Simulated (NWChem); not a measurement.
# Correlation energy of water (H$_{2}$O)

```xyz
3

O      0.0000     0.0000     0.1226
H      0.7577     0.0000    -0.4905
H     -0.7577     0.0000    -0.4905
```
Charge 0, spin multiplicity 1.

Everything below was run with NWChem. The geometry was optimised at PBE/def2-SVP, a minimum by its harmonic frequencies.

Basis set: cc-pVQZ. Each correlation energy counts from its own Hartree-Fock reference.

| method | correlation energy (mHa) | difference from CCSD(T) |
|---|---|---|
| RI-MP2 | -284.3 | +12.2 |
| MP2 | -284.3 | +12.2 |
| SCS-MP2 | -283.1 | +13.3 |
| CR-CCSD[T] | -295.5 | +1.0 |
| CR-CCSD(T) | -295.3 | +1.2 |
| CCSD | -287.3 | +9.2 |
| CCSD+T(CCSD) | -296.7 | -0.3 |
| CCSD(T) | -296.4 | 0.0 |

The values span 13.6 mHa, from CCSD+T(CCSD) (lowest) to SCS-MP2 (highest). 

The correlated methods keep 1 core orbital frozen. No row is a measurement; the coupled-cluster row has its own basis-set and correlation limits.
